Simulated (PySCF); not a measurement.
Coordinates in bohr (charge 1 multiplicity 3):
```
Al    0.0000   -2.9148    0.0000
Al    2.5243    1.4574    0.0000
Al   -2.5243    1.4574    0.0000
```

Computed with UPBE0/[Al def2-TZVP], no relativity, density fitting, PySCF.

This geometry of [Al3]+ is a stationary point at this level.

**Question.** What is the point group?

**Answer.** D3h.

**Question.** Is it a minimum?

**Answer.** Yes: all harmonic wavenumbers are real.

**Question.** List the harmonic modes with their infrared intensities.

**Answer.** 
```csv
symmetry,ω (cm⁻¹),"IR (km/mol, summed over degenerate members)"
e',154,6.3
a1',274,0.0
```

**Question.** Give the atomic charges and bond orders.

**Answer.** 
| atom | Mulliken | Löwdin | polar tensor | spin (Mulliken) | Mayer order to Al1 |
| --- | --- | --- | --- | --- | --- |
| Al1 | 0.33 | 0.33 | 0.33 | 0.67 | – |
| Al2,3 | 0.33 | 0.33 | 0.33 | 0.67 | 0.82 |
Other Mayer orders above 0.3: Al–Al 0.82.

**Question.** Give the ideal-gas entropy at 298.15 K and 1 bar by parts.

**Answer.** translation 163.7, rotation 93.5, vibration 28.5, spin 9.1; total 294.8 J/(mol K).

In D3h the vibrations span e' + a1'. The a1' mode carries no infrared intensity, as symmetry demands.

Other isomers or separated fragments may lie lower.
